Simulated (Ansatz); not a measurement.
Born–Oppenheimer molecular dynamics of C4H7NO (13 atoms, charge 0, multiplicity 1). It goes on from the last frame of an earlier run, with new velocities.

Level of theory: UHF/STO-3G in Ansatz 0.2.0.

- ensemble: NVE (velocity Verlet)
- time step: 0.5 fs
- steps asked: 266
- starting velocities drawn for: 1000 K
- seed: 639850

First frame:

```xyz
13
Properties=species:S:1:pos:R:3
C 1.619 -0.674 0.218
C 0.196 -0.039 0.516
N -0.052 0.716 1.651
C -0.811 0.015 -0.576
C -2.074 0.828 -0.298
O -0.640 -0.642 -1.668
H 1.568 -1.740 -0.020
H 2.320 -0.599 1.010
H 2.016 -0.227 -0.677
H 0.809 0.686 2.213
H -2.619 0.520 0.611
H -1.783 1.880 -0.239
H -2.713 0.763 -1.217
```

Task: How far do the bonds stretch over the last three quarters of this one trajectory? (Pairs bonded in most of those frames.)

Result: 
```tsv
bond	mean (Å)	spread (Å)	shortest	longest
C1–C2	1.538	0.037	1.48	1.61
C1–H7	1.090	0.011	1.07	1.12
C1–H8	1.090	0.009	1.07	1.11
C1–H9	1.087	0.014	1.06	1.11
C2–N3	1.382	0.029	1.34	1.45
C2–C4	1.486	0.069	1.38	1.61
N3–H10	1.057	0.029	1.00	1.11
C4–C5	1.540	0.049	1.43	1.64
C4–O6	1.332	0.049	1.23	1.43
C5–H11	1.090	0.015	1.06	1.12
C5–H12	1.090	0.024	1.05	1.13
C5–H13	1.092	0.020	1.05	1.13
```

Mean temperature of the second half: 643 K. The conserved energy stayed within 0.36 meV per atom of its start (net change 0.078 meV per atom), so the integration is sound. A run of 0.13 ps of so small a system gives no equilibrium averages. Limits of this set-up: minimal basis.

Run time: 3.9 min on 1 thread of Arm Neoverse V2, with other jobs on the host, peak memory 0.1 GiB.
